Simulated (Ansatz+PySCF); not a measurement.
Two shapes of singlet C4H10.

Shape 1:

```xyz
14

C     0.0000   -0.4221   -1.9088
C     0.0000    0.4150   -0.6391
C     0.0000   -0.4150    0.6391
C     0.0000    0.4221    1.9088
H     0.0000    0.2073   -2.8119
H     0.8875   -1.0738   -1.9587
H    -0.8875   -1.0738   -1.9587
H    -0.8798    1.0835   -0.6354
H     0.8798    1.0835   -0.6354
H     0.8798   -1.0835    0.6354
H    -0.8798   -1.0835    0.6354
H     0.0000   -0.2073    2.8119
H     0.8875    1.0738    1.9587
H    -0.8875    1.0738    1.9587
```

Shape 2:

```xyz
14

C    -0.0185   -0.4083   -1.8644
C    -0.0348    0.4160   -0.6750
C    -0.0013   -0.3650    0.6365
C     0.0191    0.4657    1.8935
H     0.0418    0.1829   -2.7995
H     0.8376   -1.0698   -1.9585
H    -0.8622   -1.0331   -1.9443
H    -0.8496    1.0495   -0.6146
H     0.9146    1.0604   -0.6629
H     0.8638   -1.0787    0.6825
H    -0.8513   -1.0443    0.6231
H     0.0258   -0.1749    2.8399
H     0.8422    1.0830    1.9778
H    -0.8748    1.1164    1.9816
```

Basis set: def2-SVP (spherical functions). Frozen core: 4 orbitals. Charge 0, multiplicity 1.

Computed with Ansatz (development build ahead of 0.2.0); each method stands on the lowest determinant of its kind that the runs found.

(1) Which shape is lower in energy, and by how much in each method?

Results:

(1)

```json
{"method": "RHF", "E(2) − E(1) (eV)": "0.470"}
{"method": "RHF-MP2", "E(2) − E(1) (eV)": "0.489"}
{"method": "PBE (unrestricted)", "E(2) − E(1) (eV)": "0.508"}
{"method": "PBE0 (restricted)", "E(2) − E(1) (eV)": "0.468"}
{"method": "r²SCAN (restricted)", "E(2) − E(1) (eV)": "0.477"}
```

Shape 1 is lower.
